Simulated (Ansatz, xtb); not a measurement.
**Relative energy of two isomers of C4H3ClO**

Structure X: `Clc1ccoc1`, a singlet. Structure Y: `O=C=C/C=C\Cl`, a singlet. Both are isolated molecules in the gas phase, relaxed with PBE-D3(BJ)/def2-SVP, each in the lowest conformer that the search found.

**Question.** Estimate which is lower in electronic energy at CCSD(T)/def2-SVP + ΔMP2/def2-TZVPP, and by roughly how much.

**Answer.** The CCSD(T)/def2-SVP + ΔMP2/def2-TZVPP calculation puts structure X lower, by 50.6 kJ/mol.

How the difference moves with the method:

```
                             level             geometry  E(Y) − E(X) (kJ/mol)  departure from the last row (kJ/mol)  job, with rough time for the two
                          GFN2-xTB             GFN2-xTB                  +122.6                                 +72.0              optimisation, 0.16 s
                         HF/STO-3G             GFN2-xTB                  +193.8                                +143.1              single point, 0.45 s
                r2SCAN-D4/def2-SVP             GFN2-xTB                   +50.3                                  −0.3               single point, 3.5 s
               PBE-D3(BJ)/def2-SVP  PBE-D3(BJ)/def2-SVP                   +46.6                                  −4.0                optimisation, 18 s
                       HF/def2-SVP  PBE-D3(BJ)/def2-SVP                   +36.8                                 −13.8           part of the CCSD(T) run
                      MP2/def2-SVP  PBE-D3(BJ)/def2-SVP                   +53.9                                  +3.3           part of the CCSD(T) run
                  CCSD(T)/def2-SVP  PBE-D3(BJ)/def2-SVP                   +46.1                                  −4.5                      single point
CCSD(T)/def2-SVP + ΔMP2/def2-TZVPP  PBE-D3(BJ)/def2-SVP                   +50.6                                                      single point, 38 s
```

As drawn, Y has 1 C=O, 2 C=C, 1 C–C in place of 3 C∷C, 2 C∷O (∷ is an aromatic bond). Structure X has a 5-membered ring (with an aromatic ring), Y no ring.

The levels shown agree on the order. The largest departure from CCSD(T)/def2-SVP + ΔMP2/def2-TZVPP is that of HF/STO-3G, 143.1 kJ/mol. The last row adds to CCSD(T) the change of the MP2 difference between the two basis sets, here +4.5 kJ/mol.

With harmonic frequencies from PBE-D3(BJ)/def2-SVP (ideal gas, rigid rotor, one conformer each, 298.15 K, 1 atm): the zero-point term adds −8.4 kJ/mol; ΔH is +45.8 and ΔG +36.7 kJ/mol.

The correlated steps freeze 10 core orbitals. Codes used: Ansatz 0.2.0, xtb 6.7.1; the last row on 2 threads of Intel(R) Xeon(R) Processor @ 2.70GHz on a shared host.
